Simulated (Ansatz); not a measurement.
Two isomers of C2H5NOS: A = `NCC(O)=S`, B = `N=C(O)CS`.

Gas-phase electronic energies from Ansatz, PBE0-D4/def2-TZVP geometries. CCSD(T)/CBS is the MP2 limit (def2-TZVPP, def2-QZVPP) plus CCSD(T) − MP2 in def2-TZVPP, frozen cores. Functionals use def2-TZVPP. B3LYP here is the variant with VWN-RPA as its local correlation; programs differ in this. One conformer a species, not always the lowest.

A:

Z-matrix (Å, degrees):
```
C
C 1 1.510
N 1 1.442 2 117.2
H 1 1.097 2 106.0 3 121.8
H 1 1.090 2 107.8 3 -125.0
S 2 1.626 1 125.1 3 147.5
O 2 1.330 1 111.8 3 -34.3
H 3 1.012 1 110.8 2 -62.2
H 3 1.012 1 111.0 2 56.8
H 7 0.969 2 107.1 1 -178.1
```

B:

```xyz
10

N     0.790    0.302   -1.384
C     0.507    0.482   -0.172
O     0.944    1.573    0.484
C    -0.296   -0.385    0.762
S    -1.097   -1.804    0.002
H     0.389   -0.574   -1.713
H     1.466    2.080   -0.153
H    -1.022    0.233    1.293
H     0.377   -0.788    1.523
H    -2.057   -1.119   -0.641
```

**Question.** Which isomer does CCSD(T)/CBS put lower? Give the gap. (Estimate.)

**Answer.** The calculation gave: B, by 4.2 kcal/mol.

**Question.** Give E(B) − E(A) in kcal/mol with CCSD/def2-TZVPP, B2PLYP, PBE-D4, B3LYP-D4, HF/def2-TZVPP, r2SCAN-D4, MP2/def2-TZVPP. (Best estimate.)

**Answer.** Ansatz gave: CCSD/def2-TZVPP -5.3, B2PLYP -3.5, PBE-D4 -2.9, B3LYP-D4 -3.7, HF/def2-TZVPP -6.2, r2SCAN-D4 -3.2, MP2/def2-TZVPP -3.8. None reverses the order clearly.

Largest T1 diagnostic: 0.016.

In def2-TZVPP, CCSD(T) changes the Hartree–Fock value by +1.6 kcal/mol (the triples alone add +0.8 kcal/mol) and MP2 by +2.4 kcal/mol. From PBE to PBE0 (25 % exact exchange), in def2-TZVPP and without D4, E(B) − E(A) moves by −0.9 kcal/mol.
